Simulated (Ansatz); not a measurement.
C$_{2}$H$_{6}$OS, SMILES `COCS`, relaxed with RKS PBE-D4/def2-SVP in the Gaussian-basis code of Ansatz from a rough embedded geometry. The force threshold is 0.03 eV/Å; the program also tests the step.

Total charge 0; spin multiplicity 1.

Start:

```xyz
10

C    -0.065   -1.177   -0.791
O     0.210    0.168   -0.629
C    -0.172    0.563    0.652
S     0.030    2.398    0.902
H     0.294   -1.454   -1.858
H    -1.134   -1.418   -0.787
H     0.478   -1.807   -0.120
H     0.352    0.064    1.418
H    -1.297    0.340    0.830
H     1.304    2.323    0.383
```

Task: How much energy does the relaxation release, and in how many steps? (Best estimate.)

Result: The calculation gave: 27.74 kJ/mol, in 4 steps.

Task: Which bonds change most? (Estimate.)

Result: The calculation gave: C3–H8 from 1.054 to 1.119 Å; C1–H5 from 1.160 to 1.108 Å; C1–H7 from 1.069 to 1.119 Å; C3–S4 from 1.863 to 1.816 Å.

Task: Give the relaxed structure. (Best estimate.)

Result: Computed: 
```xyz
10

C    -0.069   -1.219   -0.849
O     0.125    0.169   -0.683
C    -0.205    0.600    0.611
S     0.013    2.395    0.778
H     0.254   -1.477   -1.877
H    -1.140   -1.514   -0.728
H     0.533   -1.820   -0.124
H     0.403    0.067    1.385
H    -1.283    0.421    0.857
H     1.369    2.378    0.629
```
